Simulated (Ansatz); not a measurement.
**AlSiH4 radical: an energy map over bond length Si2–H4 and angle H5–Si2–H4**

The runs use Ansatz 0.2.0; UKS PBE0-D4/def2-TZVP.

### 1 Where the work starts

SMILES `[AlH][SiH3]`, 6 atoms, charge 0, spin multiplicity 2.

Atoms are counted from 1 here; the program's logs count them from 0.

Bond lengths: Al1–Si2 2.488 Å, Al1–H3 1.623 Å, Si2–H4 1.512 Å, Si2–H5 1.512 Å, Si2–H6 1.507 Å. Angles: Si2–Al1–H3 117.3°, Al1–Si2–H4 110.4°, Al1–Si2–H5 111.2°, Al1–Si2–H6 112.6°, H4–Si2–H5 107.4°, H4–Si2–H6 107.5°, H5–Si2–H6 107.6°.

As a file:

```xyz
6
AlH4Si
Al    0.7290   -1.1115    1.2525
Si   -0.3312    0.6105   -0.1961
H     1.3067   -2.4426    0.5250
H    -1.5441    0.0370   -0.8933
H     0.6241    1.0859   -1.2670
H    -0.7845    1.8206    0.5788
```

This geometry comes from a loose relaxation at PBE in a small basis, which is not shown.

### 3 The grid

First coordinate, bond length Si2–H4: 13 values from 1.224 to 2.240 Å. Second coordinate, angle H5–Si2–H4: 13 values from 82.7 to 132.7 °.

Nothing else is relaxed (all other coordinates rigid). Energies count from the relaxed molecule at the same level. Points are written as (first, second).

(The set-up runs are not shown.)

### 4 Grid point (1.224 Å, 82.7°)

The input, input.yaml:

```yaml
crystal:
  periodic: [false, false, false]
  atoms:
    - { symbol: Al, position_ang: [0.728187, -1.10693, 1.237311] }
    - { symbol: Si, position_ang: [-0.331771, 0.60927, -0.198547] }
    - { symbol: H, position_ang: [1.298462, -2.429533, 0.529418] }
    - { symbol: H, position_ang: [-1.314509, 0.145205, -0.761614] }
    - { symbol: H, position_ang: [0.122032, 0.849057, -1.600611] }
    - { symbol: H, position_ang: [-0.778454, 1.803575, 0.57044] }
magnetization:
  spin_polarized: true
  initial_magnetization: 1
basis:
  gaussian: { orbitals: def2-TZVP }
hamiltonian:
  xc: pbe0
  dispersion: d4
output:
  forces: true
```

Run with:

```bash
$ ansatz run input.yaml --threads 1 --pin off --max-ram 2560MiB --backend cpu --events-out ev --progress --plain --runs-dir out
```

**Question.** How long does this run take on 1 thread of Intel Xeon Platinum 8259CL at 2.50GHz (Skylake/Cascade Lake), shared host, and how much memory does it need?

About 3.4 s, with a peak of 0.19 GiB.
